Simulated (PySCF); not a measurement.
Coordinates in bohr (charge 1 multiplicity 1):
```
F     0.0000    0.0000    0.0000
Al    0.0000    0.0000    3.5655
Al    0.0000    0.0000   -3.5655
```

Method: PBE0/[F def2-TZVP, Al def2-TZVP], no relativity, density fitting, PySCF.

This geometry of [Al2F]+ is a stationary point at this level.

(1) What is the point group?

(2) Is it a minimum?

(3) List the harmonic modes with their infrared intensities.

(4) Give the atomic charges and bond orders.

Results:

(1) D∞h.

(2) Yes: all harmonic wavenumbers are real.

(3) 
| symmetry | ω (cm⁻¹) | IR (km/mol, summed over degenerate members) |
| --- | --- | --- |
| πu | 104 | 7.8 |
| σg+ | 312 | 0.0 |
| σu+ | 406 | 559 |

(4) 
| atom | Mulliken | Löwdin | polar tensor | Mayer order to F1 |
| --- | --- | --- | --- | --- |
| F1 | -0.28 | 0.04 | -0.84 | – |
| Al2,3 | 0.64 | 0.48 | 0.92 | 0.53 |

This need not be the most stable arrangement of these atoms.
